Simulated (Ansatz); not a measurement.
```yaml
crystal:
  periodic: [false, false, false]
  atoms:
    - {symbol: Si, position_ang: [-0.115702, 0.000467, -0.080947]}
    - {symbol: Cl, position_ang: [-0.120259, -0.021427, 1.974798]}
    - {symbol: Cl, position_ang: [1.814041, 0.014635, -0.789809]}
    - {symbol: H, position_ang: [-0.793286, 1.240920, -0.538848]}
    - {symbol: H, position_ang: [-0.784784, -1.234585, -0.565194]}
basis:
  gaussian: {orbitals: aug-cc-pVDZ, point_charges: [{charge: -1.00, position_ang: [4.423, -0.377, 0.595]}]}
magnetization: {spin_polarized: false, initial_magnetization: 2}
hamiltonian: {xc: {name: SVWN5}}
scf: {omitted_lower_state_checks: [starts]}
```

```sh
$ ansatz run in.yaml --threads 4 --pin off --events-out ev --progress --plain --max-ram 3916MiB
```

It prints (some lines left out):

```
Functional definition: SVWN5
1113 factors; their error is unknown
mean field evaluation 1: about -32833.5038 eV, gradient 3.5e1 eV
mean field evaluation 2: about -32814.3216 eV, gradient 7.8e1 eV
mean field evaluation 4: about -32834.9063 eV, gradient 2.7e1 eV
mean field evaluation 8: about -32839.6993 eV, gradient 3.5e0 eV
mean field evaluation 16: about -32839.6307 eV, gradient 2.8e0 eV
mean field evaluation 32: about -32839.7123 eV, gradient 3.8e-5 eV
mean field -32839.71228948 eV, -1206.8371670820 hartree, gradient 9.4e-6 eV, S^2 2.000000; 0 other end points of the search recorded, 0 dependent functions left out
reference -32839.71233813 eV, -1206.8371688698 hartree; 26, 24 occupied and 73, 75 virtual orbitals, 1113 factors
Total energy: -32839.71233813 eV, -1206.8371688698 hartree
Checks for a lower state left out: starts
```

It took 1.1 s on 4 threads of Arm Neoverse V2 on a shared host.

With spin_polarized false and unpaired electrons the run is restricted open-shell.
